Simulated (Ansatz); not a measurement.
SiH2 (SMILES [SiH2], charge +1) moved off its minimum; all values from Ansatz (an electronic-structure program), cores frozen in correlated methods. Open shells are unrestricted.
(charge 1, multiplicity 2)
```xyz
3

Si    -0.0843     0.1410     0.0395
H     -1.2564    -0.6067    -0.0295
H      1.2274    -0.7530    -0.0547
```

Forces at PBE/def2-TZVPP (eV/Å):

| atom | Fx | Fy | Fz |
|---|---|---|---|
| Si1 | 2.954 | 0.237 | 0.011 |
| H2 | -2.150 | -1.062 | -0.096 |
| H3 | -0.804 | 0.825 | 0.085 |

Task: Give the forces (eV/Å), the total energy and the dipole at CCSD(T)/aug-cc-pV(T+d)Z.

Result: 
| atom | Fx | Fy | Fz |
|---|---|---|---|
| Si1 | 2.935 | -0.159 | -0.028 |
| H2 | -1.871 | -0.862 | -0.077 |
| H3 | -1.064 | 1.021 | 0.106 |
Energy -289.8342 hartree.
